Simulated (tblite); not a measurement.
Compound: C₆H₉ (doublet state).
Geometry (GFN2-xTB, Å), atoms numbered from 1 in this order:
```xyz
15
C6H9 angstrom
C      1.9028   -1.4095    0.5132
C      1.4796   -0.2810    0.0474
C      0.0522    0.1836   -0.0828
C     -0.0868    1.5680   -0.6711
C     -0.9338   -0.2536    0.9679
C     -0.9996   -0.8444   -0.4055
H      1.5294   -2.3163    0.9269
H      2.1946    0.4551   -0.3062
H      0.3433    1.6046   -1.6714
H      0.4222    2.3023   -0.0477
H     -1.1360    1.8471   -0.7401
H     -1.7027    0.4447    1.2641
H     -0.5733   -0.8734    1.7747
H     -1.8129   -0.5516   -1.0529
H     -0.6834   -1.8678   -0.5383
```

Method: GFN2-xTB as coded in tblite; computed harmonic values from a numerical Hessian at the method's own geometry, unscaled. This tight-binding method is rough: wavenumbers can miss measured ones by several per cent, in bad cases by 10 to 20. One conformer, not necessarily the lowest. Open shells enter through the occupations alone, without spin polarisation, and single modes of such species can be off by tens of per cent.

Harmonic wavenumbers (cm⁻¹): 62.5, 186.2, 230.3, 301.3, 347.6, 370.0, 452.5, 610.5, 694.9, 774.1, 805.3, 886.3, 897.4, 918.1, 953.0, 964.3, 1056.5, 1064.9, 1097.9, 1102.0, 1148.6, 1209.8, 1254.7, 1374.4, 1412.1, 1432.4, 1483.1, 1493.9, 1498.0, 1704.0, 2985.0, 3010.7, 3017.9, 3033.3, 3080.9, 3082.9, 3091.0, 3105.6, 3196.7.

A = 5280, B = 3431, C = 2525 MHz; mass 81.070 u (most abundant isotopes); point group Cs, symmetry number 1; spin multiplicity 2.

Task: What is the zero-point energy?

Result: Half the sum of the wavenumbers: 27695 cm⁻¹ = 79.19 kcal/mol.

Task: Entropy at 400 K, 1 bar (ideal gas, RRHO, classical rotation)?

Result: Translation 40.58, rotation 27.23, vibration 22.19, spin (R ln 2) 1.38: S = 91.4 cal/(mol K).

Task: And Cp and H(400 K) − H(0)?

Result: Cp = 35.60 cal/(mol K), of which vibrations give 27.65 (their classical limit is 39 R = 77.5); H(400 K) − H(0) = 8.21 kcal/mol without the zero-point energy, 5.03 from vibrations.

Task: How do the functions run with temperature in this model?

Result: 
| T (K) | S (cal/(mol K)) | Cp (cal/(mol K)) | H − H(0) (kcal/mol) | G − H(0) (kcal/mol) | ln q(vib) |
| --- | --- | --- | --- | --- | --- |
| 50 | 53.8 | 9.9 | 0.44 | -2.25 | 0.19 |
| 100 | 61.6 | 13.1 | 1.01 | -5.15 | 0.66 |
| 298.15 | 82.1 | 27.6 | 4.99 | -19.50 | 3.27 |
| 373.15 | 89.0 | 33.6 | 7.28 | -25.92 | 4.42 |
| 500 | 100.1 | 42.4 | 12.12 | -37.92 | 6.45 |
| 750 | 119.7 | 54.6 | 24.35 | -65.46 | 10.59 |
| 1000 | 136.6 | 62.7 | 39.07 | -97.56 | 14.61 |

q(vib) and H(0) count from the zero-point level.

Task: What must be added to the electronic energy to get the Gibbs energy at 400 K and 1 bar?

Result: ZPE + [H(400 K) − H(0)] − T·S = 79.19 + 8.21 − 36.55 = 50.85 kcal/mol.

Task: Blend soft modes into free rotors: weight 1/[1 + (100 cm⁻¹/ν̃)⁴] for the oscillator and the rest for a rotor with moment μB/(μ + B), μ = h/(8π²ν), B = 10⁻⁴⁴ kg m². What vibrational entropy results?

Result: 21.01 cal/(mol K) in place of 22.19, which changes −T·S at 400 K by +0.47 kcal/mol.

Hindered rotation and anharmonicity are outside this model. Other conformers, if any are populated, would add a mixing term that is left out.
